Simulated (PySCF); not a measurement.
PySCF input for allene cation (C3H4), SMILES C=C=C (connectivity only; charge and spin as stated), charge +1, multiplicity 2, PBE-D3(BJ)/def2-TZVP. The structure is a stationary point at PBE-D3(BJ)/def2-TZVP. The spin state was assumed, not searched.

```python
import numpy as np
from pyscf import gto, scf, dft, df
from pyscf.hessian import thermo

mol = gto.M(
    atom='''
    C    -0.00000000   -1.31658021   -0.00000000
    C     0.00000000    0.00000000    0.00000000
    C     0.00000000    1.31658021    0.00000000
    H    -0.85804837   -1.88665979   -0.38771493
    H     0.85804838   -1.88665978    0.38771493
    H     0.85804837    1.88665979   -0.38771493
    H    -0.85804838    1.88665978    0.38771493
    ''',
    basis='def2-TZVP',
    charge=1,
    spin=1,
    max_memory=1600,
    verbose=3,
)
mf = dft.UKS(mol, xc='pbe').density_fit(auxbasis='def2-universal-jkfit')
mf.disp = 'd3bj'
mf.grids.level = 3
mf.conv_tol = 1e-11
mf.max_cycle = 100
mf.kernel()
fine, coarse = mf.grids, dft.Grids(mol).set(level=1).build(with_non0tab=True)
for _ in range(3):  # follow internal instabilities
    mf.grids = coarse
    mo, _, stable, _ = mf.stability(return_status=True, nroots=4)
    mf.grids = fine
    if stable:
        break
    mf.kernel(mf.make_rdm1(mo, mf.mo_occ))

# [left out here: the lines that compute and print the analytic Hessian (its translational invariance restored by hand, since the grid's response is missing), thermochemistry and intensities]
```

Program output:

```

WARN: HOMO -0.265371679473972 >= LUMO -0.265371679473969

converged SCF energy = -116.196176506017  <S^2> = 0.75611364  2S+1 = 2.0061043
<class 'pyscf.df.df_jk.DFUKS'> wavefunction is stable in the internal stability analysis

WARN: DFTD3 does not support analytical Hessian, using finite difference


WARN: Mole.unit (angstrom) is changed to Bohr

Mode                                 0                   1                   2
Irrep
Freq [cm^-1]                      313.2783            335.4468            737.0142
Reduced mass [au]                   1.8723              3.0559              1.2848
Force const [Dyne/A]                0.1083              0.2026              0.4112
Char temp [K]                     450.7377            482.6332           1060.3993
Normal mode                   x     y     z       x     y     z       x     y     z
       0   C                -0.06  0.00  0.02    0.02  0.00 -0.07    0.09 -0.00  0.01
       1   C                 0.19  0.00 -0.00    0.00 -0.00  0.22    0.00 -0.00 -0.05
       2   C                -0.06  0.00 -0.02   -0.02 -0.00 -0.07   -0.09  0.00  0.01
       3   H                -0.23  0.27 -0.01   -0.01  0.14 -0.22   -0.21  0.36  0.11
       4   H                -0.23 -0.27 -0.01   -0.01 -0.14 -0.22   -0.21 -0.36  0.11
       5   H                -0.23  0.27  0.01    0.01 -0.14 -0.22    0.21 -0.36  0.11
       6   H                -0.23 -0.27  0.01    0.01  0.14 -0.22    0.21  0.36  0.11
Mode                                 3                   4                   5
Irrep
Freq [cm^-1]                      784.3111            857.0466            878.8813
Reduced mass [au]                   1.0110              1.4045              1.4379
Force const [Dyne/A]                0.3664              0.6078              0.6544
Char temp [K]                    1128.4490           1233.0992           1264.5144
Normal mode                   x     y     z       x     y     z       x     y     z
       0   C                -0.00 -0.01  0.00   -0.07 -0.00  0.08   -0.01  0.00  0.10
       1   C                -0.00  0.00  0.00    0.07 -0.00 -0.00   -0.00 -0.00 -0.08
       2   C                 0.00  0.01  0.00   -0.07 -0.00 -0.08    0.01 -0.00  0.10
       3   H                 0.21 -0.01 -0.45    0.20 -0.10 -0.35    0.11  0.14 -0.37
       4   H                -0.21 -0.01  0.45    0.20  0.10 -0.35    0.11 -0.14 -0.37
       5   H                -0.21  0.01 -0.45    0.20 -0.10  0.35   -0.11 -0.14 -0.37
       6   H                 0.21  0.01  0.45    0.20  0.10  0.35   -0.11  0.14 -0.37
Mode                                 6                   7                   8
Irrep
Freq [cm^-1]                      952.5846           1052.0147           1291.4546
Reduced mass [au]                   1.7103              2.3466              1.0800
Force const [Dyne/A]                0.9144              1.5301              1.0613
Char temp [K]                    1370.5572           1513.6149           1858.1156
Normal mode                   x     y     z       x     y     z       x     y     z
       0   C                -0.07 -0.00 -0.06    0.00  0.16 -0.00    0.00 -0.05  0.00
       1   C                 0.14 -0.00 -0.00    0.00  0.00 -0.00   -0.00 -0.04  0.00
       2   C                -0.07 -0.00  0.06   -0.00 -0.16  0.00    0.00 -0.05 -0.00
       3   H                 0.04 -0.32  0.19   -0.05  0.30 -0.06   -0.24  0.40 -0.11
       4   H                 0.04  0.32  0.19    0.05  0.30  0.06    0.24  0.40  0.11
       5   H                 0.04 -0.32 -0.19    0.05 -0.30 -0.06   -0.24  0.40  0.11
       6   H                 0.04  0.32 -0.19   -0.05 -0.30  0.06    0.24  0.40 -0.11
Mode                                 9                  10                  11
Irrep
Freq [cm^-1]                     1338.6213           1656.0623           2989.9006
Reduced mass [au]                   1.4315             10.2926              1.0495
Force const [Dyne/A]                1.5113             16.6315              5.5275
Char temp [K]                    1925.9780           2382.7049           4301.8013
Normal mode                   x     y     z       x     y     z       x     y     z
       0   C                 0.00 -0.12  0.00    0.00 -0.11  0.00    0.00  0.04  0.00
       1   C                -0.00 -0.00 -0.00    0.00  0.24  0.00    0.00 -0.00  0.00
       2   C                -0.00  0.12  0.00    0.00 -0.11 -0.00    0.00  0.04 -0.00
       3   H                -0.24  0.31 -0.10   -0.04 -0.04 -0.02   -0.38 -0.25 -0.17
       4   H                 0.24  0.31  0.10    0.04 -0.04  0.02    0.38 -0.25  0.17
       5   H                 0.24 -0.31 -0.10   -0.04 -0.04  0.02   -0.38 -0.25  0.17
       6   H                -0.24 -0.31  0.10    0.04 -0.04 -0.02    0.38 -0.25 -0.17
Mode                                12                  13                  14
Irrep
Freq [cm^-1]                     3008.6361           3077.5910           3079.9393
Reduced mass [au]                   1.0575              1.1111              1.1148
Force const [Dyne/A]                5.6397              6.2006              6.2306
Char temp [K]                    4328.7575           4427.9682           4431.3469
Normal mode                   x     y     z       x     y     z       x     y     z
       0   C                -0.00 -0.05 -0.00   -0.06  0.00 -0.03    0.06 -0.00  0.03
       1   C                 0.00 -0.00 -0.00   -0.00  0.00 -0.00    0.00  0.00 -0.00
       2   C                 0.00  0.05 -0.00    0.06 -0.00 -0.03    0.06 -0.00 -0.03
       3   H                 0.38  0.25  0.17    0.36  0.26  0.16   -0.36 -0.25 -0.16
       4   H                -0.38  0.25 -0.17    0.36 -0.26  0.16   -0.36  0.25 -0.16
       5   H                -0.38 -0.25  0.17   -0.36 -0.26  0.16   -0.36 -0.25  0.16
       6   H                 0.38 -0.25 -0.17   -0.36  0.26  0.16   -0.36  0.25  0.16
temperature 298.1500 [K]
pressure 101325.00 [Pa]
Rotational constants [GHz] 141.37861 8.92939 8.57160
Symmetry number 4
Zero-point energy (ZPE) 0.05092 [Eh]   133699.331 [J/mol]
                           tot       elec      trans        rot        vib
Entropy [J/mol/K]       251.735      5.763    154.773     76.018     15.181
Cv [J/mol/K]             53.657      0.000     12.472     12.472     28.714
Cp [J/mol/K]             61.972      0.000     20.786     12.472     28.714
Internal energy [J/mol]                      3718.434   3718.434 136805.670
Internal energy [Eh]   -116.14124  -116.19618
Enthalpy [J/mol]                             6197.391   3718.434 136805.670
Enthalpy [Eh]          -116.14029
Gibbs free energy [J/mol]                  -39948.070 -18946.443 132279.490
Gibbs free energy [Eh] -116.16888
mode   freq/cm-1   IR/(km/mol)
   1      313.28        12.824
   2      335.45        16.899
   3      737.01         7.430
   4      784.31         0.000
   5      857.05        25.933
   6      878.88        58.125
   7      952.58         0.011
   8     1052.01         0.000
   9     1291.45        99.627
  10     1338.62         0.000
  11     1656.06         7.632
  12     2989.90       228.952
  13     3008.64         0.000
  14     3077.59        31.391
  15     3079.94       134.935
max |gradient| / (hartree/bohr): 3.877710353916662e-05
APT charges: [0.0115 0.0665 0.0115 0.2276 0.2276 0.2276 0.2276]
```

The run converged.
